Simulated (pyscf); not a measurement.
Hydrogen abstraction: H₃Si–O–AsH₂ + H atom (H•) → •H₂Si–O–AsH₂ + hydrogen (H₂)

Gas phase, doublet surface, charge 0. Bonds broken: Si3–H6. Bonds formed: H6–H9. Structures and frequencies: ωB97X-D3(BJ)/def2-SVP in PySCF.

Transition state (Å):

```xyz
9

As    -1.9451    -0.9378     1.1171
O     -1.4291    -0.5531    -0.5674
Si    -0.0519     0.2858    -0.9686
H     -3.4279    -0.6819     0.8840
H     -2.1191    -2.4363     0.8975
H     -0.0538     1.7101    -0.2413
H      1.1818    -0.4406    -0.5369
H     -0.0460     0.4829    -2.4432
H     -0.1313     2.7301     0.3519
```

One imaginary mode, 967i cm⁻¹; descent along it reached the two sides named.

| bond | change | reactant side (Å) | saddle | product side |
|---|---|---|---|---|
| Si3–H6 | breaks | 1.494 | 1.599 | 3.2 |
| H6–H9 | forms | 3.7 | 1.182 | 0.761 |

Electronic energies relative to the separated reactants (eV):

| level | barrier | reaction energy | reverse barrier |
|---|---|---|---|
| ωB97X-D3(BJ)/def2-TZVP | 0.26 | -0.39 | 0.66 |
| PBE/def2-TZVP | 0.04 | -0.56 | 0.60 |
| r²SCAN/def2-TZVP | 0.00 | -0.60 | 0.60 |
| B3LYP-D3(BJ)/def2-TZVP | 0.05 | -0.57 | 0.63 |
| PBE0-D3(BJ)/def2-TZVP | 0.13 | -0.46 | 0.59 |
| M06-2X/def2-TZVP | 0.30 | -0.51 | 0.81 |
| ωB97M-D3(BJ)/def2-TZVP | 0.27 | -0.39 | 0.66 |
| HF/def2-TZVP | 0.64 | -0.20 | 0.84 |

With ωB97M-D3(BJ)/def2-TZVP energies and thermal terms (ideal gas, 1 atm, RRHO with modes under 100 cm⁻¹ raised to 100, one conformer, R ln 2 for rigid chiral ones), in eV:

```tsv
T (K)	ΔH‡	ΔG‡	ΔH	ΔG
298	0.20	0.47	-0.36	-0.43
600	0.20	0.74	-0.36	-0.51
900	0.19	1.01	-0.38	-0.58
1200	0.19	1.28	-0.41	-0.65
```

H₃Si–O–AsH₂ lies 0.46 eV over its isomer HO–SiH₂–AsH₂, and others may lie lower still (electronic energy, ωB97M-D3(BJ)). •H₂Si–O–AsH₂ lies 1.08 eV over its isomer H₃Si–O–AsH•, and others may lie lower still (electronic energy, ωB97M-D3(BJ)). This is the saddle that the search found; another between the same sides may lie lower. The angle at the transferred H is 175°. Elements up to Kr have no core potential and no relativistic terms here.
